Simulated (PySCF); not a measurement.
**Phosphorus: a sound run and one with changed settings**

Sound run: P [Ne] 3s2 3p3, P⁺ [Ne] 3s2 3p2. All numbers are calculated (PySCF 2.14, no relativity, point nucleus, in pcseg-2). In the sound run the correlated levels freeze [Ne]. The sound run starts from symmetry-adapted Hartree-Fock orbitals and uses a fine grid where one is needed.

Changed run: all electrons correlated in a basis built for the valence shell.

```csv
species,method,sound run (hartree),changed run (hartree),converged
P,MP2,-340.78445,-340.84509,yes
P,CCSD(T),-340.80402,-340.86416,yes
P⁺,MP2,-340.40357,-340.46433,yes
P⁺,CCSD(T),-340.42493,-340.48536,yes
```

Ionisation energy of P:

| method | sound run (eV) | changed run (eV) |
| --- | --- | --- |
| UHF | 9.927 | 9.927 |
| MP2 | 10.364 | 10.361 |
| SCS-MP2 | 10.219 | 10.216 |
| CCSD | 10.292 | 10.286 |
| CCSD(T) | 10.316 | 10.308 |

A valence basis has no tight correlating functions, so it recovers only part of the core correlation, and not evenly between atom and ion.

For comparison, NIST gives 10.487 eV between the lowest levels.
